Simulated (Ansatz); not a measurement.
## SiNH2Cl (SMILES N[Si]Cl): the energy, rung by rung

The species is SiNH2Cl (5 atoms), meant as a singlet with charge 0. SMILES: `N[Si]Cl`. The coordinates come from a PBE0-D4/def2-TZVP relaxation. This is one conformer, not always the lowest.

```jsonl
{"atom": "N", "x (Å)": "-0.1482", "y (Å)": "0.5834", "z (Å)": "-0.2339"}
{"atom": "Si", "x (Å)": "-0.1162", "y (Å)": "-0.3418", "z (Å)": "1.1926"}
{"atom": "Cl", "x (Å)": "0.6490", "y (Å)": "-2.1245", "z (Å)": "0.3773"}
{"atom": "H", "x (Å)": "-0.4733", "y (Å)": "1.5386", "z (Å)": "-0.2274"}
{"atom": "H", "x (Å)": "0.1386", "y (Å)": "0.2706", "z (Å)": "-1.1500"}
```

Quantity: the energy change with the N1–H4 bond stretched from 1.009 to 1.261 Å, in eV. The values are calculated.

```json
{"level": "HF/STO-3G (restricted)", "kind": "Hartree–Fock", "program": "Ansatz", "value (eV)": "1.18", "less FCI/STO-3G": "+0.43"}
{"level": "SVWN5/STO-3G (restricted)", "kind": "LDA", "program": "Ansatz", "value (eV)": "0.76", "less FCI/STO-3G": "+0.01"}
{"level": "BLYP/STO-3G (restricted)", "kind": "GGA", "program": "Ansatz", "value (eV)": "0.66", "less FCI/STO-3G": "-0.09"}
{"level": "r2SCAN/STO-3G (restricted)", "kind": "meta-GGA", "program": "Ansatz", "value (eV)": "0.82", "less FCI/STO-3G": "+0.07"}
{"level": "r2SCAN0/STO-3G (restricted)", "kind": "hybrid meta-GGA", "program": "Ansatz", "value (eV)": "0.94", "less FCI/STO-3G": "+0.19"}
{"level": "wB97X/STO-3G (restricted)", "kind": "range-separated hybrid", "program": "Ansatz", "value (eV)": "0.90", "less FCI/STO-3G": "+0.15"}
{"level": "RPA@PBE/STO-3G (restricted)", "kind": "RPA", "program": "Ansatz", "value (eV)": "0.66", "less FCI/STO-3G": "-0.09"}
{"level": "CCSD(T)/STO-3G (restricted)", "kind": "coupled cluster or CI", "program": "Ansatz", "value (eV)": "0.75", "less FCI/STO-3G": "0.00"}
{"level": "CCSDT(Q)/STO-3G (restricted)", "kind": "coupled cluster or CI", "program": "Ansatz", "value (eV)": "0.75", "less FCI/STO-3G": "0.00"}
{"level": "FCI/STO-3G", "kind": "exact in the basis", "program": "Ansatz", "value (eV)": "0.75", "less FCI/STO-3G": "0.00"}
```

FCI/STO-3G is exact within its basis and frozen core, so for wave-function methods in that basis the difference is their error; functionals converge differently with the basis, so for them it is only a difference. The first shape isn't each level's own minimum. The values span 0.66 to 1.18 eV. All rows use very small basis sets, so even the best lies far from the true value.
